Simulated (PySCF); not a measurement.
Species: PH (triplet state).
SMILES: `[PH]`

Computed, not measured: PBE0-D3(BJ)/def2-SVP geometry optimisation, gas phase in PySCF.

Take the most abundant isotopes and a rigid rotor. 

Q: What are the moment of inertia and the rotational constant?

A: I = 2.018 u·Å², B = 505379 MHz·u·Å²/I = 250465 MHz (8.3546 cm⁻¹, or 12.020 K as hB/k). For two atoms I = μr² with μ = 0.9761 u and r = 1.4378 Å.

Q: List the first levels of a rigid rotor in a Σ state.

A: E(J) = BJ(J+1): J = 1: 16.709, J = 2: 50.128, J = 3: 100.255, J = 4: 167.092, J = 5: 250.638, J = 6: 350.893 cm⁻¹. For this open shell read J as N, the rotation without spin; fine and hyperfine splittings come on top.

Q: Where do the first rotational lines fall?

A: The dipole is 0.65 D; J+1 ← J lies at 2B(J+1): 1 ← 0 at 500.93 GHz, 2 ← 1 at 1001.86 GHz, 3 ← 2 at 1502.79 GHz, 4 ← 3 at 2003.72 GHz, 5 ← 4 at 2504.65 GHz, 6 ← 5 at 3005.58 GHz.

Q: Estimate the classical rotational partition function at 100 K, 298.15 K and 500 K.

A: Point group C∞v, symmetry number σ = 1; q = kT/(σhB), k/h = 20836.6 MHz/K: 8.3 at 100 K, 24.8 at 298.15 K, 41.6 at 500 K.

Stationary, but not proved a minimum. ⟨S²⟩ = 2.007 (exact for a triplet: 2.00). No vibrational averaging or centrifugal distortion is included, and the geometry carries the error of its method.

The run took 1.0 s wall on one thread, Arm Neoverse V1, shared host. This is the geometry optimisation.
